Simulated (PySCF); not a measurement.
CH2O, SMILES C=O. Geometry optimised at PBE0-D3(BJ)/def2-TZVPD.

Problem. Give the equilibrium geometry at PBE0-D3(BJ)/def2-TZVPD (PySCF confirms it by a frequency run) as Cartesian coordinates in Å, and its point group. (The exact figures need the calculation; the answer reports its results.)

Solution. point group C2v.
```xyz
4

C      0.0000     0.0000    -0.5246
O      0.0000     0.0000     0.6712
H      0.0000     0.9404    -1.1112
H      0.0000    -0.9404    -1.1112
```
Charge 0, spin multiplicity 1.
